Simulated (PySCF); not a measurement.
# From one method to the next for SiH

What do other methods print for SiH?

Computed with PySCF 2.14.0. Level: method and basis as typed in the scripts.

1 further run of the same task is left out (it didn't finish).

### Step 1. Starting geometry

SiH: 2 atoms, charge 0, spin multiplicity 2.

Bond lengths: Si1–H2 1.292 Å.

### Step 2. The run that the others are compared with

Input file input.py:

```python
from pyscf import gto, dft

mol = gto.M(
    atom='Si 0 0 0; H 0 0 1.292',
    basis='def2-tzvp',
    charge=0,
    spin=1,
    verbose=3,
)
mf = dft.UKS(mol, xc='r2scan')
mf.kernel()
mf.dip_moment()
print('orbital energies (hartree):', [e[max(0, n-3):n+3].round(4) for e, n in zip(mf.mo_energy, mol.nelec)])
```

Started as:

```
$ OMP_NUM_THREADS=1 python input.py
```

Output:

```text
WARN: HOMO -0.142790112430106 >= LUMO -0.142790112430116

converged SCF energy = -289.933732584531  <S^2> = 0.76057846  2S+1 = 2.0105506
Dipole moment(X, Y, Z, Debye): -0.00000, -0.00000,  0.69155
orbital energies (hartree): [array([-0.4896, -0.2559, -0.1756, -0.1446,  0.0605,  0.1539]), array([-3.5489, -0.4629, -0.242 , -0.1329, -0.0838,  0.0819])]
```

It took 2.9 s on 1 thread of Arm Neoverse V1, shared host; peak memory 0.17 GiB.

In short: E(SCF) = -289.933733 Eh, ⟨S²⟩ = 0.761, μ = 0.69 D.

The bond length is a typed value, not an optimised one.

### Step 3. ROKS

Variant 1 changes SCF type: UKS → ROKS.

Input file input.py:

```python
from pyscf import gto, dft

mol = gto.M(
    atom='Si 0 0 0; H 0 0 1.292',
    basis='def2-tzvp',
    charge=0,
    spin=1,
    verbose=3,
)
mf = dft.ROKS(mol, xc='r2scan')
mf.kernel()
mf.dip_moment()
print('orbital energies (hartree):', mf.mo_energy[..., max(0, mol.nelec[1]-3):mol.nelec[0]+3].round(4))
```

Started as:

```
$ OMP_NUM_THREADS=1 python input.py
```

Output:

```text
converged SCF energy = -289.93120642393
Dipole moment(X, Y, Z, Debye):  0.00000,  0.00000,  0.69109
orbital energies (hartree): [-3.5521 -0.4762 -0.2495 -0.1388 -0.1312  0.0723  0.1637]
```

Wall time 3.9 s (1 thread of Arm Neoverse V1, shared host); peak memory 0.17 GiB.

This run: E(SCF) = -289.931206 Eh (+0.0687 eV from the base), μ = 0.69 D.

### Step 4. Pbesol

Variant 2 changes functional: r2scan → pbesol.

Edit input.py of step 2 so:

```diff
@@ -9,3 +9,3 @@
 )
-mf = dft.UKS(mol, xc='r2scan')
+mf = dft.UKS(mol, xc='pbesol')
 mf.kernel()
```

Started as:

```
$ OMP_NUM_THREADS=1 python input.py
```

Output:

```text
WARN: HOMO -0.141716456959145 >= LUMO -0.141716456959156

converged SCF energy = -289.267823055165  <S^2> = 0.75444235  2S+1 = 2.0044374
Dipole moment(X, Y, Z, Debye): -0.00000,  0.00000,  0.65883
orbital energies (hartree): [array([-0.4692, -0.2451, -0.1615, -0.1536,  0.045 ,  0.1252]), array([-3.4658, -0.449 , -0.2318, -0.1386, -0.1035,  0.0592])]
```

Run time: 1.6 s. Hardware: 1 thread of Arm Neoverse V1, shared host.

This run: E(SCF) = -289.267823 Eh, ⟨S²⟩ = 0.754, μ = 0.66 D.

### Step 5. Blyp

Variant 3 changes functional: r2scan → blyp.

Edit input.py of step 2 so:

```diff
@@ -9,3 +9,3 @@
 )
-mf = dft.UKS(mol, xc='r2scan')
+mf = dft.UKS(mol, xc='blyp')
 mf.kernel()
```

Started as:

```
$ OMP_NUM_THREADS=1 python input.py
```

Output:

```text
WARN: HOMO -0.135495130918012 >= LUMO -0.135495130918008

converged SCF energy = -289.970081724952  <S^2> = 0.75400369  2S+1 = 2.0039997
Dipole moment(X, Y, Z, Debye):  0.00000,  0.00000,  0.57465
orbital energies (hartree): [array([-0.4629, -0.2417, -0.1533, -0.1442,  0.0476,  0.1242]), array([-3.4729, -0.4466, -0.2308, -0.1353, -0.1035,  0.0572])]
```

Run time: 1.6 s. Hardware: 1 thread of Arm Neoverse V1, shared host.

Outcome: E(SCF) = -289.970082 Eh, ⟨S²⟩ = 0.754, μ = 0.57 D.

### Step 6. CCSD(T) (UHF)

Variant 4 changes step after the SCF: none → ccsd(t); SCF type: UKS → UHF; functional: r2scan → none (Hartree–Fock); frozen orbitals: none → 5.

Edit input.py of step 2 so:

```diff
@@ -1,2 +1,2 @@
-from pyscf import gto, dft
+from pyscf import gto, scf, cc
 
@@ -9,4 +9,7 @@
 )
-mf = dft.UKS(mol, xc='r2scan')
+mf = scf.UHF(mol)
 mf.kernel()
+mycc = cc.CCSD(mf, frozen=5)
+mycc.kernel()
+mycc.ccsd_t()
 mf.dip_moment()
```

Started as:

```
$ OMP_NUM_THREADS=1 python input.py
```

Output:

```text
WARN: HOMO -0.0688377931277637 >= LUMO -0.0688377931277637

converged SCF energy = -289.413099694579  <S^2> = 0.77312368  2S+1 = 2.0229915
E(UCCSD) = -289.5136257823355  E_corr = -0.1005260877564387
UCCSD(T) correction = -0.00269522103853703
Dipole moment(X, Y, Z, Debye):  0.00000,  0.00000,  0.78125
orbital energies (hartree): [array([-0.6982, -0.393 , -0.2931,  0.0025,  0.1655,  0.2586]), array([-4.2214, -0.6512, -0.3641,  0.0151,  0.0584,  0.1799])]
```

It took 2 s on 1 thread of Arm Neoverse V1, shared host; peak memory 0.21 GiB.

Result: E(SCF) = -289.413100 Eh, E(CCSD) − E(SCF) = -0.10053 Eh, (T) = -0.00270 Eh, ⟨S²⟩ = 0.773, μ = 0.78 D (of the SCF density).

### Step 7. CISD (UHF)

Variant 5 changes step after the SCF: none → cisd; SCF type: UKS → UHF; functional: r2scan → none (Hartree–Fock); frozen orbitals: none → 5.

Edit input.py of step 2 so:

```diff
@@ -1,2 +1,2 @@
-from pyscf import gto, dft
+from pyscf import gto, scf, ci
 
@@ -9,4 +9,5 @@
 )
-mf = dft.UKS(mol, xc='r2scan')
+mf = scf.UHF(mol)
 mf.kernel()
+ci.CISD(mf, frozen=5).kernel()
 mf.dip_moment()
```

Started as:

```
$ OMP_NUM_THREADS=1 python input.py
```

Output:

```text
WARN: HOMO -0.0688377931277637 >= LUMO -0.0688377931277637

converged SCF energy = -289.413099694579  <S^2> = 0.77312368  2S+1 = 2.0229915
E(UCISD) = -289.5107003249117  E_corr = -0.09760063033267015
Dipole moment(X, Y, Z, Debye):  0.00000,  0.00000,  0.78125
orbital energies (hartree): [array([-0.6982, -0.393 , -0.2931,  0.0025,  0.1655,  0.2586]), array([-4.2214, -0.6512, -0.3641,  0.0151,  0.0584,  0.1799])]
```

It took 1.3 s on 1 thread of Arm Neoverse V1, shared host.

Result: E(SCF) = -289.413100 Eh, E(CISD) − E(SCF) = -0.09760 Eh, ⟨S²⟩ = 0.773, μ = 0.78 D (of the SCF density).

### Step 8. All runs together

```
          run  E(SCF) (hartree)  from base (eV)  gap, α spin (eV)  SCF dipole (D)                               after the SCF
         base       -289.933733               0              0.84            0.69                                         n/a
         ROKS       -289.931206         +0.0687               n/a            0.69                                         n/a
       pbesol       -289.267823  not comparable              0.21            0.66                                         n/a
         blyp       -289.970082  not comparable              0.25            0.57                                         n/a
CCSD(T) (UHF)       -289.413100  not comparable              8.04            0.78  CCSD(T) correlation -2.809 eV, core frozen
   CISD (UHF)       -289.413100  not comparable              8.04            0.78     CISD correlation -2.656 eV, core frozen
```

Wall time on 1 thread of Arm Neoverse V1, shared host, start-up included: base 2.9 s; ROKS 3.9 s; pbesol 1.6 s; blyp 1.6 s; CCSD(T) (UHF) 2 s; CISD (UHF) 1.3 s.

What this shows: On the same reference and core, CCSD(T) gains 2.81 eV in 2 s; CISD reaches 95 % of that in 1.3 s. Total energies of different functionals can't be compared with each other; differences within one functional can.
